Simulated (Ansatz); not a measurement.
**Ti2Nb2Ge: from a trial structure to a relaxed crystal**

The calculation used Ansatz 0.2.0, DFT PBE, scalar-relativistic, plane waves, PAW. Cutoff 420 eV, Γ-centred k mesh, Gaussian smearing, no spin polarisation in the final step.

The start puts Ti2Nb2Ge on the ThCr2Si2 structure type (I4/mmm, No. 139), with Ge in place of Th, Ti in place of Cr, Nb in place of Si, at a guessed volume.

```
Ti Nb Ge
1.0
    -1.94264    1.94264    5.09704
     1.94264   -1.94264    5.09704
     1.94264    1.94264   -5.09704
Ti Nb Ge
2 2 1
Cartesian
  1.9426 0.0000 2.5485
  0.0000 1.9426 2.5485
  0.0000 0.0000 6.3815
  0.0000 0.0000 3.8126
  0.0000 0.0000 0.0000
```

Cell and atoms relax at zero pressure; the relaxation can't lower the symmetry of the start. After a coarse first stage the cell is made exact in the group found at 0.06 Å.

The zero of energy is the elements' standard structures at the same level; no fitted shifts are applied.

(1) Describe the relaxed structure.

(2) What are its volume, energy, density and gap?

## Answers

(1) It keeps I4/mmm (No. 139), but not the shape of the type it started on. Conventional cell: a = 3.648 Å, c = 13.906 Å. Ti is coordinated by 4 Ti at 2.58 Å and 4 Nb at 2.90 Å; Nb is coordinated by 1 Nb at 2.46 Å, 4 Ge at 2.86 Å and 4 Ti at 2.90 Å; Ge is coordinated by 8 Nb at 2.86 Å.

```
Ti Nb Ge
1.0
    -1.82379    1.82379    6.95292
     1.82379   -1.82379    6.95292
     1.82379    1.82379   -6.95292
Ti Nb Ge
2 2 1
Direct
  0.25000 0.75000 0.50000
  0.75000 0.25000 0.50000
  0.58829 0.58829 0.00000
  0.41171 0.41171 0.00000
  0.00000 0.00000 0.00000
```

(2) The volume per atom is 18.50 Å³, the density is 6.36 g/cm³ and the energy over the elements is 0.51 eV/atom. The gap on the 14×14×14 mesh is 0 eV (a metal).

The final run used a 14×14×14 mesh on its 5-atom cell and 0.10 eV smearing. The k mesh leaves about 4 meV/atom of noise in metals. A structure relaxed within its symmetry needn't be a true minimum.

Cost: 3 runs of about 2.9 core-minutes in all, on Intel Xeon 6975P-C (Granite Rapids) (shared hosts).